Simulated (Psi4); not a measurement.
# H2S2 (SMILES SS): B2PLYP/def2-TZVPP (density fitting for correlation)

What is the vertical ionisation energy of H2S2 at B2PLYP/def2-TZVPP (density fitting for correlation)? 

Program for the calculation: Psi4 1.11.

2 further runs of the same task are left out: 2 set aside as unsound or not needed.

## Step 1: The molecule

H2S2 has 4 atoms, charge 0, and is taken as a singlet. SMILES: `SS`. The shape is that of a PBE0-D4/def2-TZVP optimisation.

Bond lengths: S1–S2 2.046 Å, S1–H3 1.347 Å, S2–H4 1.347 Å. Angles: S1–S2–H4 98.6°, S2–S1–H3 98.6°.

## Step 2: The energy at B2PLYP/def2-TZVPP (density fitting for correlation)

Contents of calc.py:

```python
import psi4

psi4.set_memory(2200000000)
psi4.set_num_threads(1)
psi4.set_output_file('psi4.out', False)

geom = psi4.geometry("""
0 1
S      0.784480    -0.789210     0.166690
S      0.060220     1.121560     0.067360
H     -0.225420    -1.352590     0.856880
H     -0.619290     1.020250    -1.090950
units angstrom
symmetry c1
""")

psi4.set_options({
    'basis': 'def2-TZVPP',
    'reference': 'rks',
    'puream': True,
    'e_convergence': 1e-09,
    'd_convergence': 1e-08,
    'scf_type': 'pk',
    'dft_radial_points': 99,
    'dft_spherical_points': 590,
    'num_frozen_docc': 10,
})

E = psi4.energy("b2plyp")
print(f'b2plyp energy: {E:.10f} Eh')
```

On the command line:

```sh
$ python calc.py
```

psi4.out, cut to the lines that bear on the results:

```text
[...]
  Running in c1 symmetry.
[...]
  Nuclear repulsion =   85.443143382187586
[...]
  Multiplicity = 1
[...]
  Nalpha       = 17
  Nbeta        = 17
[...]
    Number of basis functions: 112
[...]
   @RKS iter   1:  -797.19780515673267   -1.78049e-01   3.46433e-03 ADIIS/DIIS
[...]
   @RKS iter  10:  -797.23522198013302   -3.62661e-11   6.69489e-09 DIIS
[...]
    Orbital Energies [Eh]
    ---------------------
    Doubly Occupied:
       1A    -90.182675     2A    -90.182673     3A     -8.386723
       4A     -8.386590     5A     -6.233758     6A     -6.233466
       7A     -6.230840     8A     -6.230768     9A     -6.226909
      10A     -6.226909    11A     -0.914990    12A     -0.760146
      13A     -0.517209    14A     -0.469267    15A     -0.410777
      16A     -0.316169    17A     -0.314551
[...]
  @RKS Final Energy:  -797.23522198013302
   => Energetics <=
    Nuclear Repulsion Energy =             85.4431433821875856
    One-Electron Energy =               -1271.1776675143423745
    Two-Electron Energy =                 413.3514568077430908
    DFT Exchange-Correlation Energy =     -24.8521546557214243
    Empirical Dispersion Energy =           0.0000000000000000
    VV10 Nonlocal Energy =                  0.0000000000000000
    Total Energy =                       -797.2352219801331330
[...]
 Multipole Moments:
 ------------------------------------------------------------------------------------
     Multipole            Electronic (a.u.)      Nuclear  (a.u.)        Total (a.u.)
 ------------------------------------------------------------------------------------
 L = 1.  Multiply by 2.5417464519 to convert [e a0] to [Debye]
 Dipole X            :          1.0969440           -1.5340099           -0.4370659
 Dipole Y            :          0.4315865           -0.6035486           -0.1719621
 Dipole Z            :          0.3039551           -0.4250601           -0.1211049
 Magnitude           :                                                    0.4850402
[...]
```

Standard output:

```text
b2plyp energy: -797.3542842462 Eh
```

Wall time 14 s (1 thread of Intel Xeon Platinum 8259CL at 2.50GHz (Skylake/Cascade Lake), shared host); peak memory 0.8 GiB.

## Step 3: The doublet cation, same level

Contents of h2s2.xyz:

```xyz
4
H2S2
S      0.784480    -0.789210     0.166690
S      0.060220     1.121560     0.067360
H     -0.225420    -1.352590     0.856880
H     -0.619290     1.020250    -1.090950
```

Contents of h2s2_ase.py:

```python
import numpy as np
from ase.calculators.psi4 import Psi4
from ase.io import read

mol = read('h2s2.xyz')
calc = Psi4(atoms=mol, method='b2plyp', basis='def2-TZVPP', memory='2200MB', num_threads=1, charge=1, multiplicity=2, label='h2s2', reference='uks')
calc.psi4.set_options({'puream': True, 'e_convergence': 1e-09, 'd_convergence': 1e-08, 'scf_type': 'pk', 'dft_radial_points': 99, 'dft_spherical_points': 590, 'num_frozen_docc': 10, 'maxiter': 100})
mol.calc = calc

print(f'energy: {mol.get_potential_energy():.6f} eV')
```

On the command line:

```sh
$ python h2s2_ase.py
```

h2s2.dat, cut to the lines that bear on the results:

```text
[...]
  Running in c1 symmetry.
[...]
  Nuclear repulsion =   85.443143382187586
[...]
  Multiplicity = 2
[...]
  Nalpha       = 17
  Nbeta        = 16
[...]
    Number of basis functions: 112
[...]
   @UKS iter   1:  -796.85119059808073    1.68566e-01   2.84577e-03 DIIS/ADIIS
[...]
   @UKS iter  21:  -796.87685735417790    6.82121e-12   4.14441e-09 DIIS
[...]
   @S^2 Observed:                7.687029805E-01
[...]
    Orbital Energies [Eh]
    ---------------------
    Alpha Occupied:
       1A    -90.489329     2A    -90.489327     3A     -8.690016
       4A     -8.689881     5A     -6.539581     6A     -6.539499
       7A     -6.534239     8A     -6.534037     9A     -6.530738
      10A     -6.530660    11A     -1.207866    12A     -1.051517
      13A     -0.791605    14A     -0.753785    15A     -0.685603
      16A     -0.618454    17A     -0.601616
    Alpha Virtual:
      18A     -0.241062    19A     -0.171303    20A     -0.164707
      21A     -0.007531    22A      0.006818    23A      0.016609
      24A      0.031544    25A      0.058172    26A      0.072791
[...]
  @UKS Final Energy:  -796.87685735417790
   => Energetics <=
    Nuclear Repulsion Energy =             85.4431433821875856
    One-Electron Energy =               -1261.3128371764250915
    Two-Electron Energy =                 403.6894928410876560
    DFT Exchange-Correlation Energy =     -24.6966564010280401
    Empirical Dispersion Energy =           0.0000000000000000
    VV10 Nonlocal Energy =                  0.0000000000000000
    Total Energy =                       -796.8768573541777869
[...]
 Multipole Moments:
 ------------------------------------------------------------------------------------
     Multipole            Electronic (a.u.)      Nuclear  (a.u.)        Total (a.u.)
 ------------------------------------------------------------------------------------
 L = 1.  Multiply by 2.5417464519 to convert [e a0] to [Debye]
 Dipole X            :          0.8684746           -1.5340099           -0.6655353
 Dipole Y            :          0.3417001           -0.6035486           -0.2618485
 Dipole Z            :          0.2406459           -0.4250601           -0.1844141
 Magnitude           :                                                    0.7385868
[...]
```

On the terminal:

```text
energy: -21687.212671 eV
```

Wall time 35 s (1 thread of Intel Xeon Platinum 8259CL at 2.50GHz (Skylake/Cascade Lake), shared host); peak memory 0.82 GiB.

## Step 4: Outcome

Level: B2PLYP/def2-TZVPP (density fitting for correlation), 10 core orbitals frozen.

```
                                                                quantity          value
                                              singlet H2S2: total energy  -797.35428 Eh
                         singlet H2S2: HOMO energy (SCF part's orbitals)       -8.56 eV
                         singlet H2S2: LUMO energy (SCF part's orbitals)        0.53 eV
                       singlet H2S2: HOMO–LUMO gap (SCF part's orbitals)        9.09 eV
                                            doublet cation: total energy  -796.99037 Eh
doublet cation: HOMO energy (SCF part's orbitals) (highest over α and β)      -14.98 eV
 doublet cation: LUMO energy (SCF part's orbitals) (lowest over α and β)      -10.95 eV
                                                    doublet cation: ⟨S²⟩          0.769
                      vertical ionisation energy (to the doublet cation)       9.903 eV
```

**Reading.** Removing an electron at fixed nuclei costs 9.90 eV (955 kJ/mol). The negative HOMO energy of the first species, 8.56 eV, lies 1.34 eV below that difference.
